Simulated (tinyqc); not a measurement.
Inside a calculation (part 1 of 2). Method: UHF in the sto-3g basis, for OH+, spin multiplicity 3. This run ends on a higher stationary point, not on the lowest solution. Computed by tinyqc, a small Python program that keeps every step (integrals from PySCF). Settings: charge = 1, multiplicity = 3, basis = sto-3g, energy threshold = 1e-08, iteration cap = 79, orthogonalisation = symmetric, start = Wolfsberg-Helmholz matrix, DIIS depth = 6, method = UHF. Command: `OMP_NUM_THREADS=1 python tinyqc.py 23605 23606 out.jsonl` (the two numbers bound the seeds that draw the settings). One thread of a shared host (Intel(R) Xeon(R) Processor @ 2.60GHz), about 0.6 s of CPU time with the checks. Later iterations appear only in the table of the cycle.

## One-electron integrals

Geometry (angstrom):

| atom | x | y | z |
|---|---|---|---|
| O | 0.000000 | 0.000000 | 0.000000 |
| H | 0.000000 | 0.000000 | 1.919000 |

Basis sto-3g: exponents (1/bohr^2) and contraction coefficients of normalised primitives:

| element | l (shell) | exponent | coefficient |
|---|---|---|---|
| O | s (1) | 130.709320 | 0.154329 |
| O | s (1) | 23.808861 | 0.535328 |
| O | s (1) | 6.443608 | 0.444635 |
| O | s (2) | 5.033151 | -0.099967 |
| O | s (2) | 1.169596 | 0.399513 |
| O | s (2) | 0.380389 | 0.700115 |
| O | p (3) | 5.033151 | 0.155916 |
| O | p (3) | 1.169596 | 0.607684 |
| O | p (3) | 0.380389 | 0.391957 |
| H | s (1) | 3.425251 | 0.154329 |
| H | s (1) | 0.623914 | 0.535328 |
| H | s (1) | 0.168855 | 0.444635 |

Overlap, kinetic and nuclear-attraction integrals over the contracted functions; the nuclear repulsion is the sum of Za Zb / Rab.

nuclear repulsion = 2.20605403 hartree

overlap S, lower triangle:
```
           1O 1s     1O 2s    1O 2px    1O 2py    1O 2pz     2H 1s
1O 1s   1.000000
1O 2s   0.236704  1.000000
1O 2px  0.000000  0.000000  1.000000
1O 2py  0.000000  0.000000  0.000000  1.000000
1O 2pz  0.000000  0.000000  0.000000  0.000000  1.000000
2H 1s   0.006039  0.089496  0.000000  0.000000  0.097465  1.000000
```

kinetic energy T (hartree), lower triangle:
```
            1O 1s      1O 2s    1O 2px    1O 2py     1O 2pz     2H 1s
1O 1s   29.003200
1O 2s   -0.168011   0.808128
1O 2px   0.000000   0.000000  2.528731
1O 2py   0.000000   0.000000  0.000000  2.528731
1O 2pz   0.000000   0.000000  0.000000  0.000000   2.528731
2H 1s   -0.001874  -0.018247  0.000000  0.000000  -0.004490  0.760032
```

nuclear attraction V (hartree), lower triangle:
```
             1O 1s      1O 2s     1O 2px     1O 2py     1O 2pz      2H 1s
1O 1s   -60.894212
1O 2s    -7.248352  -9.327674
1O 2px    0.000000   0.000000  -9.248982
1O 2py    0.000000   0.000000   0.000000  -9.248982
1O 2pz   -0.003862  -0.048753   0.000000   0.000000  -9.267663
2H 1s    -0.189087  -0.535704   0.000000   0.000000  -0.488330  -3.431408
```

core Hamiltonian H = T + V (hartree), lower triangle:
```
             1O 1s      1O 2s     1O 2px     1O 2py     1O 2pz      2H 1s
1O 1s   -31.891012
1O 2s    -7.416363  -8.519546
1O 2px    0.000000   0.000000  -6.720251
1O 2py    0.000000   0.000000   0.000000  -6.720251
1O 2pz   -0.003862  -0.048753   0.000000   0.000000  -6.738932
2H 1s    -0.190961  -0.553951   0.000000   0.000000  -0.492820  -2.671376
```

## Two-electron integrals

Functions are numbered as in S; the eight-fold symmetry (ij|kl) = (ji|kl) = (kl|ij) leaves the list below.

Two-electron integrals (ij|kl) in chemists' order, unique and non-zero (hartree):
```
(11|11) 4.785065   (21|11) 0.741380   (21|21) 0.136873   (22|11) 1.118947
(22|21) 0.256633   (22|22) 0.817206   (31|31) 0.024477   (32|31) 0.037809
(32|32) 0.180518   (33|11) 1.115814   (33|21) 0.256684   (33|22) 0.817023
(33|33) 0.880159   (41|41) 0.024477   (42|41) 0.037809   (42|42) 0.180518
(43|43) 0.047444   (44|11) 1.115814   (44|21) 0.256684   (44|22) 0.817023
(44|33) 0.785270   (44|44) 0.880159   (51|51) 0.024477   (52|51) 0.037809
(52|52) 0.180518   (53|53) 0.047444   (54|54) 0.047444   (55|11) 1.115814
(55|21) 0.256684   (55|22) 0.817023   (55|33) 0.785270   (55|44) 0.785270
(55|55) 0.880159   (61|11) 0.019117   (61|21) 0.003503   (61|22) 0.006541
(61|33) 0.006532   (61|44) 0.006532   (61|51) 0.000157   (61|52) 0.000298
(61|55) 0.006561   (61|61) 0.000091   (62|11) 0.061634   (62|21) 0.014381
(62|22) 0.052884   (62|33) 0.051996   (62|44) 0.051996   (62|51) 0.001069
(62|52) 0.009221   (62|55) 0.054605   (62|61) 0.000376   (62|62) 0.004926
(63|31) 0.001302   (63|32) 0.008303   (63|53) 0.001834   (63|63) 0.000621
(64|41) 0.001302   (64|42) 0.008303   (64|54) 0.001834   (64|64) 0.000621
(65|11) 0.054056   (65|21) 0.012747   (65|22) 0.050015   (65|33) 0.048117
(65|44) 0.048117   (65|51) 0.002000   (65|52) 0.015411   (65|55) 0.053756
(65|61) 0.000342   (65|62) 0.005636   (65|65) 0.006966   (66|11) 0.275590
(66|21) 0.065228   (66|22) 0.275116   (66|33) 0.269230   (66|44) 0.269230
(66|51) 0.003835   (66|52) 0.047873   (66|55) 0.286829   (66|61) 0.001698
(66|62) 0.036921   (66|65) 0.049107   (66|66) 0.774606
```

## Orthogonalisation

S = U s U^T; symmetric (Loewdin) form X = U s^(-1/2) U^T, so that X^T S X = 1.

eigenvalues of S: 0.746453  0.907539  1.000000  1.000000  1.087994  1.258013

X, lower triangle:
```
            1O 1s      1O 2s    1O 2px    1O 2py     1O 2pz     2H 1s
1O 1s    1.021974
1O 2s   -0.123117   1.025133
1O 2px   0.000000   0.000000  1.000000
1O 2py   0.000000   0.000000  0.000000  1.000000
1O 2pz  -0.000452   0.003410  0.000000  0.000000   1.003609
2H 1s    0.005228  -0.046346  0.000000  0.000000  -0.049279  1.006712
```

## Starting guess

The start is the generalised Wolfsberg-Helmholz matrix (K = 1.75) built on H; D(s) = C_occ C_occ^T for each spin.

D(alpha) at the start, lower triangle:
```
            1O 1s      1O 2s    1O 2px    1O 2py    1O 2pz     2H 1s
1O 1s    1.058379
1O 2s   -0.246837   1.044307
1O 2px   0.000000   0.000000  1.000000
1O 2py   0.000000   0.000000  0.000000  1.000000
1O 2pz   0.003078  -0.011268  0.000000  0.000000  0.992051
2H 1s   -0.019080   0.060667  0.000000  0.000000  0.034395  0.004785
```

D(beta) at the start, lower triangle:
```
            1O 1s     1O 2s    1O 2px    1O 2py    1O 2pz     2H 1s
1O 1s    0.986009
1O 2s    0.021610  0.048528
1O 2px   0.000000  0.000000  0.968968
1O 2py   0.000000  0.000000  0.173403  0.031032
1O 2pz  -0.056892  0.211183  0.000000  0.000000  0.942356
2H 1s   -0.005460  0.010143  0.000000  0.000000  0.045681  0.002222
```

## Iteration 1: building the Fock matrix

J_ij = sum D_kl (ij|kl) with D = D(alpha) + D(beta), K_ij = sum D_kl (ik|jl) for each spin; F = H + J - K(s); E = tr D H + tr D J / 2 - 0.5 sum_s tr D(s) K(s) + E_nn.

Coulomb J (hartree), lower triangle:
```
            1O 1s     1O 2s    1O 2px    1O 2py    1O 2pz     2H 1s
1O 1s   16.195653
1O 2s    3.005418  7.113659
1O 2px   0.000000  0.000000  7.136714
1O 2py   0.000000  0.000000  0.016454  7.047714
1O 2pz   0.012973  0.072202  0.000000  0.000000  7.134829
2H 1s    0.077158  0.444349  0.000000  0.000000  0.415950  2.234388
```

exchange K(alpha) (hartree), lower triangle:
```
           1O 1s      1O 2s    1O 2px    1O 2py    1O 2pz     2H 1s
1O 1s   4.914293
1O 2s   0.855882   1.418231
1O 2px  0.000000   0.000000  1.171516
1O 2py  0.000000   0.000000  0.000000  1.171516
1O 2pz  0.000245  -0.004568  0.000000  0.000000  1.169334
2H 1s   0.022642   0.102792  0.000000  0.000000  0.079199  0.024581
```

exchange K(beta) (hartree), lower triangle:
```
            1O 1s     1O 2s    1O 2px    1O 2py    1O 2pz     2H 1s
1O 1s    4.804224
1O 2s    0.843958  0.538108
1O 2px   0.000000  0.000000  0.933880
1O 2py   0.000000  0.000000  0.144396  0.152847
1O 2pz  -0.002453  0.197646  0.000000  0.000000  0.916615
2H 1s    0.023329  0.046074  0.000000  0.000000  0.081472  0.016809
```

F(alpha) (hartree), lower triangle:
```
             1O 1s      1O 2s     1O 2px     1O 2py     1O 2pz      2H 1s
1O 1s   -20.609651
1O 2s    -5.266827  -2.824118
1O 2px    0.000000   0.000000  -0.755052
1O 2py    0.000000   0.000000   0.016454  -0.844052
1O 2pz    0.008866   0.028018   0.000000   0.000000  -0.773437
2H 1s    -0.136445  -0.212394   0.000000   0.000000  -0.156069  -0.461569
```

F(beta) (hartree), lower triangle:
```
             1O 1s      1O 2s     1O 2px    1O 2py     1O 2pz      2H 1s
1O 1s   -20.499582
1O 2s    -5.254903  -1.943995
1O 2px    0.000000   0.000000  -0.517417
1O 2py    0.000000   0.000000  -0.127942  0.174617
1O 2pz    0.011564  -0.174197   0.000000  0.000000  -0.520717
2H 1s    -0.137132  -0.155677   0.000000  0.000000  -0.158342  -0.453797
```

total energy of this density = -73.17865459 hartree

## Iteration 1: diagonalisation and new density

Diagonalise F' = X^T F X, C = X C', fill 5 alpha and 3 beta electrons from the bottom; D(s) = C_occ C_occ^T. Each column has its largest component positive (the first on a tie).

F' = X^T F X (alpha) (hartree), lower triangle:
```
            1          2          3          4          5          6
1  -20.244001
2   -2.643774  -1.932929
3    0.000000   0.000000  -0.755052
4    0.000000   0.000000   0.016454  -0.844052
5    0.002907   0.034879   0.000000   0.000000  -0.764485
6    0.010008  -0.094135   0.000000   0.000000  -0.099000  -0.439749
```

orbital energies (alpha) (hartree): MO1 -20.618074, MO2 -1.567634, MO3 -0.846996, MO4 -0.792217, MO5 -0.752107, MO6 -0.403238

coefficients C (alpha):
```
              MO1        MO2        MO3        MO4       MO5        MO6
1O 1s    0.994648  -0.263662   0.000000  -0.001111  0.000000   0.027802
1O 2s    0.021707   1.024508   0.000000   0.000121  0.000000  -0.134642
1O 2px   0.000000   0.000000  -0.176158   0.000000  0.984362   0.000000
1O 2py   0.000000   0.000000   0.984362   0.000000  0.176158   0.000000
1O 2pz  -0.000369  -0.033049   0.000000   0.952125  0.000000  -0.319431
2H 1s   -0.001136   0.036414   0.000000   0.226678  0.000000   0.982529
```

F' = X^T F X (beta) (hartree), lower triangle:
```
            1          2          3         4          5          6
1  -20.118807
2   -2.755185  -1.016144
3    0.000000   0.000000  -0.517417
4    0.000000   0.000000  -0.127942  0.174617
5    0.030533  -0.172320   0.000000  0.000000  -0.511090
6    0.005976  -0.067303   0.000000  0.000000  -0.104547  -0.435371
```

orbital energies (beta) (hartree): MO1 -20.508251, MO2 -0.791387, MO3 -0.540313, MO4 -0.434361, MO5 -0.347412, MO6 0.197513

coefficients C (beta):
```
              MO1        MO2       MO3        MO4        MO5        MO6
1O 1s    0.994686  -0.196868  0.000000   0.160204   0.076120   0.000000
1O 2s    0.021559   0.760365  0.000000  -0.642175  -0.277862   0.000000
1O 2px   0.000000   0.000000  0.984362   0.000000   0.000000  -0.176158
1O 2py   0.000000   0.000000  0.176158   0.000000   0.000000   0.984362
1O 2pz  -0.000284   0.573327  0.000000   0.338853   0.752427   0.000000
2H 1s   -0.001121   0.251847  0.000000   0.728020  -0.651637   0.000000
```

D(alpha) after iteration 1, lower triangle:
```
            1O 1s      1O 2s    1O 2px    1O 2py    1O 2pz     2H 1s
1O 1s    1.058843
1O 2s   -0.248534   1.050087
1O 2px   0.000000   0.000000  1.000000
1O 2py   0.000000   0.000000  0.000000  1.000000
1O 2pz   0.007289  -0.033751  0.000000  0.000000  0.907635
2H 1s   -0.010982   0.037309  0.000000  0.000000  0.214623  0.052710
```

D(beta) after iteration 1, lower triangle:
```
            1O 1s     1O 2s    1O 2px    1O 2py    1O 2pz     2H 1s
1O 1s    1.028157
1O 2s   -0.128247  0.578619
1O 2px   0.000000  0.000000  0.968968
1O 2py   0.000000  0.000000  0.173403  0.031032
1O 2pz  -0.113152  0.435931  0.000000  0.000000  0.328703
2H 1s   -0.050696  0.191471  0.000000  0.000000  0.144391  0.063428
```

## Iteration 2: building the Fock matrix

As before.

Coulomb J (hartree), lower triangle:
```
            1O 1s     1O 2s    1O 2px    1O 2py    1O 2pz     2H 1s
1O 1s   16.073820
1O 2s    2.972375  7.025280
1O 2px   0.000000  0.000000  7.068272
1O 2py   0.000000  0.000000  0.016454  6.979273
1O 2pz   0.027580  0.158004  0.000000  0.000000  7.006037
2H 1s    0.076428  0.445158  0.000000  0.000000  0.420693  2.315995
```

exchange K(alpha) (hartree), lower triangle:
```
           1O 1s      1O 2s    1O 2px    1O 2py    1O 2pz     2H 1s
1O 1s   4.912933
1O 2s   0.852691   1.408231
1O 2px  0.000000   0.000000  1.168761
1O 2py  0.000000   0.000000  0.000000  1.168761
1O 2pz  0.000119  -0.014139  0.000000  0.000000  1.114984
2H 1s   0.023907   0.105889  0.000000  0.000000  0.127261  0.076896
```

exchange K(beta) (hartree), lower triangle:
```
           1O 1s     1O 2s    1O 2px    1O 2py    1O 2pz     2H 1s
1O 1s   4.840813
1O 2s   0.800854  0.809378
1O 2px  0.000000  0.000000  0.993450
1O 2py  0.000000  0.000000  0.144396  0.212417
1O 2pz  0.000359  0.422645  0.000000  0.000000  0.478340
2H 1s   0.020766  0.129596  0.000000  0.000000  0.109949  0.087873
```

F(alpha) (hartree), lower triangle:
```
             1O 1s      1O 2s     1O 2px     1O 2py     1O 2pz      2H 1s
1O 1s   -20.730125
1O 2s    -5.296679  -2.902497
1O 2px    0.000000   0.000000  -0.820739
1O 2py    0.000000   0.000000   0.016454  -0.909739
1O 2pz    0.023599   0.123391   0.000000   0.000000  -0.847879
2H 1s    -0.138439  -0.214683   0.000000   0.000000  -0.199389  -0.432276
```

F(beta) (hartree), lower triangle:
```
             1O 1s      1O 2s     1O 2px    1O 2py     1O 2pz      2H 1s
1O 1s   -20.658004
1O 2s    -5.244842  -2.303644
1O 2px    0.000000   0.000000  -0.645429
1O 2py    0.000000   0.000000  -0.127942  0.046605
1O 2pz    0.023359  -0.313394   0.000000  0.000000  -0.211235
2H 1s    -0.135298  -0.238389   0.000000  0.000000  -0.182076  -0.443254
```

total energy of this density = -73.62631305 hartree

## Iteration 2: DIIS over 2 matrices

error matrix X^T (FDS - SDF) X (alpha):
```
           1          2         3         4          5         6
1   0.000000  -0.000558  0.000000  0.000000  -0.001226  0.003475
2   0.000558   0.000000  0.000000  0.000000  -0.003881  0.019976
3   0.000000   0.000000  0.000000  0.000000   0.000000  0.000000
4   0.000000   0.000000  0.000000  0.000000   0.000000  0.000000
5   0.001226   0.003881  0.000000  0.000000   0.000000  0.019744
6  -0.003475  -0.019976  0.000000  0.000000  -0.019744  0.000000
```

B (overlaps of the stored error matrices):
```
               1              2
1  2.2727562e-01  1.2739369e-01
2  1.2739369e-01  1.7964441e-01
```

Minimise |sum c_i e_i|^2 with sum c_i = 1: solve [B -1; -1 0][c; lambda] = [0; -1] with B_ij = tr e_i^T e_j summed over both spins, and take F = sum c_i F_i.

DIIS coefficients: 0.343455  0.656545

extrapolated F(alpha) (hartree), lower triangle:
```
             1O 1s      1O 2s     1O 2px     1O 2py     1O 2pz      2H 1s
1O 1s   -20.688747
1O 2s    -5.286427  -2.875577
1O 2px    0.000000   0.000000  -0.798179
1O 2py    0.000000   0.000000   0.016454  -0.887178
1O 2pz    0.018539   0.090635   0.000000   0.000000  -0.822311
2H 1s    -0.137754  -0.213897   0.000000   0.000000  -0.184510  -0.442337
```

extrapolated F(beta) (hartree), lower triangle:
```
             1O 1s      1O 2s     1O 2px    1O 2py     1O 2pz      2H 1s
1O 1s   -20.603593
1O 2s    -5.248298  -2.180120
1O 2px    0.000000   0.000000  -0.601462
1O 2py    0.000000   0.000000  -0.127942  0.090571
1O 2pz    0.019308  -0.265586   0.000000  0.000000  -0.317529
2H 1s    -0.135928  -0.209981   0.000000  0.000000  -0.173925  -0.446875
```

## Iteration 2: diagonalisation and new density

As before.

F' = X^T F X (alpha) (hartree), lower triangle:
```
            1          2          3          4          5          6
1  -20.322473
2   -2.648138  -1.982652
3    0.000000   0.000000  -0.798179
4    0.000000   0.000000   0.016454  -0.887178
5    0.005004   0.099212   0.000000   0.000000  -0.810433
6    0.009086  -0.097413   0.000000   0.000000  -0.129214  -0.417251
```

orbital energies (alpha) (hartree): MO1 -20.697208, MO2 -1.625307, MO3 -0.890123, MO4 -0.843705, MO5 -0.795234, MO6 -0.366590

coefficients C (alpha):
```
              MO1        MO2        MO3        MO4       MO5        MO6
1O 1s    0.994644  -0.262627   0.000000  -0.019712  0.000000   0.030630
1O 2s    0.021717   1.020247   0.000000   0.073600  0.000000  -0.146365
1O 2px   0.000000   0.000000  -0.176158   0.000000  0.984362   0.000000
1O 2py   0.000000   0.000000   0.984362   0.000000  0.176158   0.000000
1O 2pz  -0.000930  -0.108175   0.000000   0.937071  0.000000  -0.346218
2H 1s   -0.001046   0.028234   0.000000   0.257650  0.000000   0.975136
```

F' = X^T F X (beta) (hartree), lower triangle:
```
            1          2          3         4          5          6
1  -20.232615
2   -2.705830  -1.262981
3    0.000000   0.000000  -0.601462
4    0.000000   0.000000  -0.127942  0.090571
5    0.049372  -0.263941   0.000000  0.000000  -0.305490
6    0.010844  -0.108021   0.000000  0.000000  -0.126687  -0.422171
```

orbital energies (beta) (hartree): MO1 -20.611034, MO2 -1.026069, MO3 -0.624358, MO4 -0.413375, MO5 -0.172779, MO6 0.113467

coefficients C (beta):
```
              MO1        MO2       MO3        MO4        MO5        MO6
1O 1s    0.995075  -0.234637  0.000000   0.094090   0.074389   0.000000
1O 2s    0.020034   0.914457  0.000000  -0.392080  -0.279027   0.000000
1O 2px   0.000000   0.000000  0.984362   0.000000   0.000000  -0.176158
1O 2py   0.000000   0.000000  0.176158   0.000000   0.000000   0.984362
1O 2pz  -0.000594   0.368043  0.000000   0.182100   0.917090   0.000000
2H 1s   -0.001005   0.180958  0.000000   0.923419  -0.364176   0.000000
```

D(alpha) after iteration 2, lower triangle:
```
            1O 1s      1O 2s    1O 2px    1O 2py    1O 2pz     2H 1s
1O 1s    1.058678
1O 2s   -0.247794   1.046793
1O 2px   0.000000   0.000000  1.000000
1O 2py   0.000000   0.000000  0.000000  1.000000
1O 2pz   0.009013  -0.041417  0.000000  0.000000  0.889804
2H 1s   -0.013534   0.047746  0.000000  0.000000  0.238383  0.067182
```

D(beta) after iteration 2, lower triangle:
```
            1O 1s     1O 2s    1O 2px    1O 2py    1O 2pz     2H 1s
1O 1s    1.045230
1O 2s   -0.194630  0.836633
1O 2px   0.000000  0.000000  0.968968
1O 2py   0.000000  0.000000  0.173403  0.031032
1O 2pz  -0.086947  0.336548  0.000000  0.000000  0.135456
2H 1s   -0.043459  0.165459  0.000000  0.000000  0.066601  0.032747
```

## Iteration 3: building the Fock matrix

As before.

Coulomb J (hartree), lower triangle:
```
            1O 1s     1O 2s    1O 2px    1O 2py    1O 2pz     2H 1s
1O 1s   16.094836
1O 2s    2.975280  7.034759
1O 2px   0.000000  0.000000  7.084675
1O 2py   0.000000  0.000000  0.016454  6.995675
1O 2pz   0.020542  0.118742  0.000000  0.000000  7.001435
2H 1s    0.076443  0.442985  0.000000  0.000000  0.416417  2.292594
```

exchange K(alpha) (hartree), lower triangle:
```
           1O 1s      1O 2s    1O 2px    1O 2py    1O 2pz     2H 1s
1O 1s   4.912336
1O 2s   0.852068   1.404217
1O 2px  0.000000   0.000000  1.167635
1O 2py  0.000000   0.000000  0.000000  1.167635
1O 2pz  0.000033  -0.018951  0.000000  0.000000  1.101714
2H 1s   0.023961   0.109584  0.000000  0.000000  0.133991  0.090976
```

exchange K(beta) (hartree), lower triangle:
```
           1O 1s     1O 2s    1O 2px    1O 2py    1O 2pz     2H 1s
1O 1s   4.854731
1O 2s   0.788865  0.949479
1O 2px  0.000000  0.000000  1.025539
1O 2py  0.000000  0.000000  0.144396  0.244505
1O 2pz  0.000349  0.324163  0.000000  0.000000  0.340877
2H 1s   0.020051  0.121283  0.000000  0.000000  0.069395  0.053345
```

F(alpha) (hartree), lower triangle:
```
             1O 1s      1O 2s     1O 2px     1O 2py     1O 2pz      2H 1s
1O 1s   -20.708512
1O 2s    -5.293152  -2.889004
1O 2px    0.000000   0.000000  -0.803210
1O 2py    0.000000   0.000000   0.016454  -0.892210
1O 2pz    0.016647   0.088939   0.000000   0.000000  -0.839211
2H 1s    -0.138479  -0.220551   0.000000   0.000000  -0.210394  -0.469758
```

F(beta) (hartree), lower triangle:
```
             1O 1s      1O 2s     1O 2px    1O 2py     1O 2pz      2H 1s
1O 1s   -20.650906
1O 2s    -5.229948  -2.434266
1O 2px    0.000000   0.000000  -0.661114
1O 2py    0.000000   0.000000  -0.127942  0.030919
1O 2pz    0.016331  -0.254174   0.000000  0.000000  -0.078373
2H 1s    -0.134569  -0.232249   0.000000  0.000000  -0.145798  -0.432128
```

total energy of this density = -73.76165805 hartree
